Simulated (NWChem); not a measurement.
# CH3BO (Borane carbonyl) at 6 levels

Aim: a comparison of 6 runs (wB97X/3-21G, wB97X/6-31G, wB97X/6-31G*, wB97X/6-31G**, wB97X/STO-3G, wB97X/6-311G**) of CH3BO (Borane carbonyl). 

The calculation is run with NWChem 7.3.0.

## Step 1: Starting point

The species is CH3BO (6 atoms), meant as a singlet with charge 0. SMILES: `[BH3-]C#[O+]`. The shape is that of a PBE0-D4/def2-TZVP optimisation.

Bond lengths: B1–C2 1.512 Å, C2–O3 1.127 Å, B1–H4 1.209 Å, B1–H5 1.209 Å, B1–H6 1.209 Å. Angles: B1–C2–O3 179.9°, C2–B1–H4 104.6°, C2–B1–H5 104.5°, C2–B1–H6 104.5°, H4–B1–H5 113.9°, H4–B1–H6 113.9°, H5–B1–H6 113.9°.

## Step 2: NMR shieldings at wB97X/3-21G (run 1)

struct.nw

```
start struct
title "CH3BO wB97X"
memory stack 880 mb heap 220 mb global 1100 mb

geometry units angstrom noautosym nocenter noautoz
  B    -0.275160    0.419730   -0.199910
  C     0.494180   -0.755680    0.359250
  O     1.068320   -1.631140    0.776320
  H    -1.437140    0.121710   -0.050320
  H     0.069540    0.485120   -1.356800
  H     0.080260    1.360240    0.471460
end

basis spherical bse
  * library 3-21G
end

dft
  xc wb97x
  grid fine
  convergence energy 1e-08
  iterations 100
  mulliken
  print low
end

property
  shielding
end

task dft property
```

Command:

```console
$ nwchem struct.nw > struct.out
```

What it wrote:

```text
[...]
 d= 0,ls=0.0,diis     1   -139.0615619683 -1.96D+02  2.52D-02  6.31D-01     0.6
[...]
 d= 0,ls=0.0,diis     8   -139.1407559533 -5.20D-09  2.60D-06  5.36D-09     4.4
         Total DFT energy =     -139.140755953282
      One electron energy =     -299.324842438054
           Coulomb energy =      122.325430294564
    Exchange-Corr. energy =      -18.971598412189
 Nuclear repulsion energy =       56.830254602398
[...]
      Total Density - Mulliken Population Analysis
     ---------------------------------------------
    Atom       Charge   Shell Charges
 -----------   ------   -------------------------------------------------------
    1 B    5     5.27   1.99  0.37  1.49  0.66  0.76
    2 C    6     5.63   1.99  0.46  1.46  0.94  0.77
    3 O    8     8.31   1.99  0.45  2.12  1.53  2.23
    4 H    1     0.93   0.43  0.50
    5 H    1     0.93   0.43  0.50
    6 H    1     0.93   0.43  0.50
[...]
           isotropic =     173.9628
[...]
           isotropic =      41.9710
[...]
           isotropic =      15.1248
[...]
           isotropic =      30.8959
[...]
           isotropic =      30.8958
[...]
           isotropic =      30.8957
[...]
```

Wall time 12 s (1 thread of Intel Xeon Platinum 8488C (Sapphire Rapids), shared host); peak memory 0.11 GiB.

## Step 3: NMR shieldings at wB97X/6-31G (run 2)

ch3bo.nw

```
echo
start ch3bo
title "CH3BO wB97X"
memory 2200 mb

geometry units au noautosym nocenter noautoz
  B  -0.51997704  0.79317475 -0.37777515
  C   0.93386486 -1.42802824  0.67888411
  O   2.01883221 -3.08240787  1.46703219
  H  -2.71580100  0.22999857 -0.09509102
  H   0.13141155  0.91674394 -2.56398041
  H   0.15166942  2.57048106  0.89093028
end

basis spherical bse
  * library 6-31G
end

dft
  xc wb97x
  mult 1
  grid fine
  convergence energy 1e-08
  maxiter 100
  mulliken
  print low
end

property
  shielding
end

task dft property
```

Command:

```console
$ nwchem ch3bo.nw > ch3bo.out
```

What it wrote:

```text
[...]
 d= 0,ls=0.0,diis     1   -139.7776528570 -1.97D+02  2.54D-02  6.23D-01     0.7
[...]
 d= 0,ls=0.0,diis     8   -139.8633269909 -4.70D-09  2.51D-06  8.79D-09     5.0
         Total DFT energy =     -139.863326990938
      One electron energy =     -300.288254890734
           Coulomb energy =      122.637162324966
    Exchange-Corr. energy =      -19.042484954947
 Nuclear repulsion energy =       56.830250529776
[...]
      Total Density - Mulliken Population Analysis
     ---------------------------------------------
    Atom       Charge   Shell Charges
 -----------   ------   -------------------------------------------------------
    1 B    5     5.20   2.00  0.52  1.70  0.44  0.55
    2 C    6     5.63   2.00  0.82  1.80  0.56  0.46
    3 O    8     8.18   2.00  0.95  2.87  0.94  1.42
    4 H    1     0.99   0.50  0.49
    5 H    1     0.99   0.50  0.49
    6 H    1     0.99   0.50  0.49
[...]
           isotropic =     170.7993
[...]
           isotropic =      19.6382
[...]
           isotropic =     -10.7043
[...]
           isotropic =      31.1724
[...]
           isotropic =      31.1717
[...]
           isotropic =      31.1708
[...]
```

Run time: 14 s. Hardware: 1 thread of Intel Xeon Platinum 8488C (Sapphire Rapids), shared host; peak memory 0.11 GiB.

Runs 3 to 4 aren't shown in full; the table further down has their settings and results.

## Step 4: Magnetic shielding at wB97X/STO-3G (run 5)

input.xyz

```xyz
6
CH3BO nmr
B     -0.275160     0.419730    -0.199910
C      0.494180    -0.755680     0.359250
O      1.068320    -1.631140     0.776320
H     -1.437140     0.121710    -0.050320
H      0.069540     0.485120    -1.356800
H      0.080260     1.360240     0.471460
```

input.nw

```
start input
title "CH3BO nmr"
memory stack 880 mb heap 220 mb global 1100 mb

geometry units angstroms noautosym nocenter noautoz
  load format xyz input.xyz
end

basis spherical bse
  * library STO-3G
end

dft
  xc wb97x
  grid fine
  convergence energy 1e-08
  maxiter 100
  mulliken
  noprint "final vectors analysis"
end

property
  shielding
end

task dft property
```

Command:

```console
$ nwchem input.nw > input.out
```

What it wrote:

```text
[...]
          Wavefunction type:  closed shell.
          No. of atoms     :     6
          No. of electrons :    22
[...]
          Charge           :     0
          Spin multiplicity:     1
[...]
          AO basis - number of functions:    18
[...]
              XC Information
              --------------
                       wb97x  Method XC Functional
                     Hartree-Fock (Exact) Exchange  1.000
                         wb97x Exchange Functional  1.000
                      wb97x Correlation Functional  1.000
[...]
 d= 0,ls=0.0,diis     1   -137.9980069476 -1.95D+02  6.50D-02  6.44D-01     0.5
[...]
 d= 0,ls=0.0,diis     8   -138.1006088480 -4.15D-09  4.37D-06  1.69D-09     3.0
         Total DFT energy =     -138.100608847992
      One electron energy =     -298.756408927120
           Coulomb energy =      122.952704766860
    Exchange-Corr. energy =      -19.127159290130
 Nuclear repulsion energy =       56.830254602398
[...]
      Total Density - Mulliken Population Analysis
     ---------------------------------------------
    Atom       Charge   Shell Charges
 -----------   ------   -------------------------------------------------------
    1 B    5     5.12   1.98  0.88  2.25
    2 C    6     5.70   1.99  1.30  2.40
    3 O    8     8.07   2.00  1.87  4.20
    4 H    1     1.04   1.04
    5 H    1     1.04   1.04
    6 H    1     1.04   1.04
[...]
           isotropic =     170.2457
[...]
           isotropic =      87.8353
[...]
           isotropic =      81.0990
[...]
           isotropic =      31.9394
[...]
           isotropic =      31.9384
[...]
           isotropic =      31.9372
[...]
```

Wall time 7.5 s (1 thread of Intel Xeon Platinum 8488C (Sapphire Rapids), shared host); peak memory 0.11 GiB.

## Step 5: NMR shieldings at wB97X/6-311G(d,p) (run 6)

ch3bo.nw

```
start ch3bo
memory total 2200 mb

geometry noautosym nocenter noautoz
 B     -0.275160     0.419730    -0.199910
 C      0.494180    -0.755680     0.359250
 O      1.068320    -1.631140     0.776320
 H     -1.437140     0.121710    -0.050320
 H      0.069540     0.485120    -1.356800
 H      0.080260     1.360240     0.471460
end

basis spherical bse
 * library 6-311G**
end

dft
 xc wb97x
 grid fine
 convergence energy 1e-08
 maxiter 100
 mulliken
 noprint "final vectors analysis"
end

property
 shielding
end

task dft property
```

Command:

```console
$ nwchem ch3bo.nw > ch3bo.out
```

What it wrote:

```text
[...]
          Wavefunction type:  closed shell.
          No. of atoms     :     6
          No. of electrons :    22
[...]
          Charge           :     0
          Spin multiplicity:     1
[...]
          AO basis - number of functions:    72
[...]
              XC Information
              --------------
                       wb97x  Method XC Functional
                     Hartree-Fock (Exact) Exchange  1.000
                         wb97x Exchange Functional  1.000
                      wb97x Correlation Functional  1.000
[...]
 d= 0,ls=0.0,diis     1   -139.8906281062 -1.97D+02  7.82D-03  7.07D-01     2.2
[...]
 d= 0,ls=0.0,diis     8   -139.9621719892 -6.34D-09  1.01D-06  2.04D-08    16.5
         Total DFT energy =     -139.962171989247
      One electron energy =     -300.681841482007
           Coulomb energy =      122.967038243562
    Exchange-Corr. energy =      -19.077623353199
 Nuclear repulsion energy =       56.830254602398
[...]
      Total Density - Mulliken Population Analysis
     ---------------------------------------------
    Atom       Charge   Shell Charges
 -----------   ------   -------------------------------------------------------
    1 B    5     5.25   1.13  0.85  0.53  0.60  1.23  0.32  0.52  0.06
    2 C    6     5.69   1.11  0.88  0.57  0.89  1.17  0.52  0.43  0.12
    3 O    8     8.09   1.09  0.91  0.96  1.04  2.00  0.79  1.30  0.02
    4 H    1     0.99   0.25  0.52  0.21  0.01
    5 H    1     0.99   0.25  0.52  0.21  0.01
    6 H    1     0.99   0.25  0.52  0.21  0.01
[...]
           isotropic =     164.5022
[...]
           isotropic =      -0.1865
[...]
           isotropic =     -21.1816
[...]
           isotropic =      30.5131
[...]
           isotropic =      30.5122
[...]
           isotropic =      30.5111
[...]
```

Run time: 53 s. Hardware: 1 thread of Intel Xeon Platinum 8488C (Sapphire Rapids), shared host; peak memory 0.11 GiB.

## Step 6: The series

```csv
run,level,energy (Eh),isotropic shielding of B1 (ppm),isotropic shielding of C2 (ppm),isotropic shielding of O3 (ppm),wall time
1,wB97X/3-21G,-139.140756,174.0,42.0,15.1,12 s
2,wB97X/6-31G,-139.863327,170.8,19.6,-10.7,14 s
3,wB97X/6-31G* (spherical functions),-139.920421,168.1,23.1,14.5,23 s
4,wB97X/6-31G** (spherical functions),-139.923216,168.8,23.2,14.8,29 s
5,wB97X/STO-3G,-138.100609,170.2,87.8,81.1,7.5 s
6,wB97X/6-311G**,-139.962172,164.5,-0.2,-21.2,53 s
```

## Step 7: Outcome

| quantity | value |
| --- | --- |
| run 6: total energy | -139.96217 Eh |
| run 6: dipole moment | 1.70 D |
| run 6: isotropic shielding of B1 | 164.5 ppm |
| run 6: isotropic shielding of C2 | -0.2 ppm |
| run 6: isotropic shielding of O3 | -21.2 ppm |

In run 5 the basis is minimal, so the values are rough. All runs together took 2.3 min, the longest 53 s.
